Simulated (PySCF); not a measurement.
Species: H₇NSi₂.
Geometry (PBE0-D3(BJ)/def2-SVP, Å), atoms numbered from 1 in this order:
```xyz
10
H7NSi2 angstrom
Si     1.421   -0.257    0.334
N     -0.098   -0.448   -0.496
Si    -1.628    0.317   -0.174
H      2.542   -0.126   -0.648
H      1.324    0.979    1.164
H      1.755   -1.409    1.231
H     -0.116   -1.177   -1.205
H     -2.637   -0.620    0.417
H     -2.227    0.872   -1.428
H     -1.375    1.424    0.794
```

Level of theory: EOM-IP-CCSD/aug-cc-pVDZ in PySCF, restricted Hartree–Fock reference, 11 core orbitals frozen, non-relativistic, gas phase, PBE0-D3(BJ)/def2-SVP geometry.

Hartree–Fock orbital energies give these Koopmans values (eV): HOMO 10.65, HOMO-1 12.69, HOMO-2 12.93, HOMO-3 13.10, HOMO-4 14.09, HOMO-5 14.35, HOMO-6 16.41, HOMO-7 19.44.

**Question.** What vertical ionisation energies does EOM-IP-CCSD give?

**Answer.** 
| leading hole (HF orbital) | Koopmans (eV) | EOM-IP-CCSD (eV) | change (eV) | one-hole share |
| --- | --- | --- | --- | --- |
| HOMO | 10.65 | 9.55 | -1.10 | 0.95 |
| HOMO-1 | 12.69 | 12.03 | -0.66 | 0.95 |
| HOMO-2 | 12.93 | 12.30 | -0.63 | 0.95 |
| HOMO-3 | 13.10 | 12.43 | -0.67 | 0.95 |
| HOMO-4 | 14.09 | 13.08 | -1.01 | 0.94 |
| HOMO-5 | 14.35 | 13.21 | -1.14 | 0.94 |
| HOMO-6 | 16.41 | 15.15 | -1.26 | 0.93 |
| HOMO-7 | 19.44 | 17.91 | -1.53 | 0.89 |

**Question.** Does the order of the lines follow the orbital energies?

**Answer.** Yes, no two lines change places. The corrections run from -1.53 to -0.63 eV, with a mean of -1.00 eV over the 8 lines; no line lies above its Koopmans value. Koopmans values leave out both the relaxation of the orbitals and the change in correlation energy.

**Question.** At what kinetic energies would He II light (40.81 eV) eject these electrons?

**Answer.** 31.26 eV (HOMO), 28.78 eV (HOMO-1), 28.51 eV (HOMO-2), 28.38 eV (HOMO-3), 27.73 eV (HOMO-4), 27.60 eV (HOMO-5), 25.66 eV (HOMO-6), 22.90 eV (HOMO-7).

Lines less than 0.15 eV apart could change places at a higher level. One root was sought for each valence orbital with −ε under 21 eV, eight at most, so deeper holes and satellites are missing; no vibrational structure.
